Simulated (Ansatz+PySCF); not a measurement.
## doublet Na2(+): levels of theory in one basis

```xyz
2

Na    0.0000    0.0000   -1.8103
Na    0.0000    0.0000    1.8103
```

Basis set: cc-pCVTZ (spherical functions). Frozen core: 2 orbitals. Correlation on ROHF uses semicanonical orbitals with singles. Charge 1, multiplicity 2.

Computed with Ansatz (development build ahead of 0.2.0) and PySCF 2.14.0; each method stands on the lowest determinant of its kind that the runs found.

| method | E − E(ROHF) (eV) | <S²> of the determinant |
| --- | --- | --- |
| ROHF | 0.00 | 0.75 |
| UHF | 0.00 | 0.75 |
| ROHF-MP2 | -14.34 | – |
| ROHF-CCSD(T) | -14.73 | – |

Problem. What does UHF-CCSD give on the same scale?

Solution. -14.56 eV.
